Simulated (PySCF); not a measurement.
An unknown shows these calculated signals:

$^{1}$H NMR (500 MHz, computed): δ 2.90 (sept, 1H), 1.27 (d, 6H).

$^{13}$C{$^{1}$H} NMR (computed): δ 192.0 (C), 51.7 (CH), 21.6 (CH3).

- B97-2/pcSseg-2 with gauge-including orbitals
- coordinates at the PBE0-D3(BJ)/def2-TZVP level
- program: PySCF 2.14.0 with density-fitted response routines
- non-relativistic Hamiltonian, no solvent model, a single conformation, equivalent nuclei averaged

Chemical shifts δ = σref − σ; TMS for $^{1}$H (σ = 31.64 ppm), $^{13}$C (σ = 185.38 ppm), all at this level.

Question: Which of these does the molecule contain: a methoxy group, a (CH3)2CH unit, a CH3CH2 unit, a C≡C triple bond?

Answer: 
- A methoxy group: no.
- A (CH3)2CH unit: yes (δC 21.6, 51.7; δH 1.27 (d), 2.90 (sept)).
- A CH3CH2 unit: no.
- A C≡C triple bond: no.

The data belong to `ClC(C(C)C)=O`, C₄H₇ClO; they needn't prove each group on their own.

Carbon signals by region: 1 in the far downfield region (above 160 ppm), 1 at 50–100 ppm, 1 below 50 ppm. Above 160 ppm: 192.0, carbonyl carbon.

Carbons that carry Cl, above all several Cl atoms, come out too deshielded, partly because spin–orbit coupling is missing. Shifts are as computed. Against solution values, carbons near 30 ppm lie about +3 ppm off and those near 130 ppm about +7 ppm; carbons on Cl a further +5 ppm. Of 1211 compounds with measured shifts, 218 miss one by over three times the rms of a fit or turn the order of signals round; such compounds aren't used in these exercises. No couplings were computed; multiplicities are counted from neighbouring protons, with m where these are inequivalent, close in shift, in a saturated or five-membered ring or joined by F or P, and br s for small geminal =CH2 splittings.
